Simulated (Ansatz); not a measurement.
H2S3, SMILES SSS, a composite energy at a relaxed geometry

With Ansatz's Python interface.

Run as a notebook:

In [1]:
```python
import itertools

import ansatz as az
from ase.data import atomic_numbers, covalent_radii
import numpy as np
```

In [2]:
```python
BASIS = "def2-SVP"
XC = "pbe0"
DISPERSION = "d3bj"

h2s3 = (
    az.Crystal.molecule()
    .atom("S", (-1.519, -0.7571, 0.076))
    .atom("S", (-0.4091, 0.7907, 0.8263))
    .atom("S", (1.47, 0.0482, 0.79))
    .atom("H", (-1.3237, -0.4677, -1.2486))
    .atom("H", (1.8316, 0.3122, -0.4852))
)
```

In [3]:
```python
model = h2s3.calculation().basis(gaussian=BASIS).functional(XC, dispersion=DISPERSION)
symbols = [site.symbol for site in h2s3.cartesian_sites]
start = np.array([site.position_ang for site in h2s3.cartesian_sites], dtype=float)
r = model.relax(force_tolerance=0.01, max_steps=100).run().report
end = np.array(r["positions_ang"])
# pairs closer than 1.2 times the sum of covalent radii, before or after
radius = [covalent_radii[atomic_numbers[s]] for s in symbols]
span = lambda where, i, j: np.linalg.norm(where[i] - where[j])
bonded = [(i, j) for i, j in itertools.combinations(range(len(symbols)), 2) if min(span(start, i, j), span(end, i, j)) < 1.2 * (radius[i] + radius[j])]
print("pair        before    after (A)")
for i, j in bonded:
    print(f"{symbols[i]}{i}-{symbols[j]}{j}".ljust(10), f"{span(start, i, j):8.4f} {span(end, i, j):8.4f}")
for first, second in list(itertools.combinations(bonded, 2)):
    shared = set(first) & set(second)
    if shared and symbols[(j := shared.pop())] != "H":
        i, k = sorted((set(first) | set(second)) - {j})
        u, v = end[i] - end[j], end[k] - end[j]
        angle = np.degrees(np.arccos(np.clip(u @ v / np.linalg.norm(u) / np.linalg.norm(v), -1, 1)))
        print(f"final angle {symbols[i]}{i}-{symbols[j]}{j}-{symbols[k]}{k}: {angle:.2f} deg")

minimum = az.Crystal.molecule()
for symbol, place in zip(symbols, end):
    minimum = minimum.atom(symbol, place.tolist())
at_minimum = minimum.calculation()
# MP2 extrapolated to the basis limit, plus the small-basis difference CCSD(T) - MP2
level = lambda method, basis: at_minimum.basis(gaussian=basis).correlation(method).run().report
small, large, cluster = level("mp2", "cc-pVDZ"), level("mp2", "cc-pVTZ"), level("ccsd_t", "cc-pVDZ")
corr = lambda each: (each["free_energy_ev"] - each["reference_energy_ev"]) / 27.211386246
mp2_limit = (27 * corr(large) - 8 * corr(small)) / 19
pieces = {"HF / cc-pVTZ": large["reference_energy_ev"] / 27.211386246, "MP2 correlation, DZ-TZ limit": mp2_limit, "CCSD(T) - MP2 / cc-pVDZ": corr(cluster) - corr(small)}
for name, value in pieces.items():
    print(f"{name:32s} {value:14.6f} Ha")
print(f"{'sum':32s} {sum(pieces.values()):14.6f} Ha")
print("T1 diagnostic", round(cluster["correlation"]["coupled_cluster"]["t1_diagnostic"], 4))
```
```text
pair        before    after (A)
S0-S1        2.0471   2.0715
S0-H3        1.3698   1.3558
S1-S2        2.0208   2.0714
S2-H4        1.3515   1.3560
final angle S1-S0-H3: 97.95 deg
final angle S0-S1-S2: 107.28 deg
final angle S1-S2-H4: 97.95 deg
HF / cc-pVTZ                       -1193.811511 Ha
MP2 correlation, DZ-TZ limit          -0.583566 Ha
CCSD(T) - MP2 / cc-pVDZ               -0.057784 Ha
sum                                -1194.452861 Ha
T1 diagnostic 0.0125
```

What to keep in mind:
- Total energies depend on the basis set; only differences at equal settings carry meaning.
- The sum leaves out core correlation, relativity, the Hartree-Fock basis error and zero-point energy; a DZ-TZ extrapolation is rough.
- Inner cores stay frozen, so this is valence correlation.
- For Al to Cl the sets with a tight d function, cc-pV(X+d)Z, are usual.
- An extrapolation from small basis sets is rough.
- Timing: 16 s on 1 thread of Arm Neoverse V1 (shared host), peak memory 0.28 GiB.
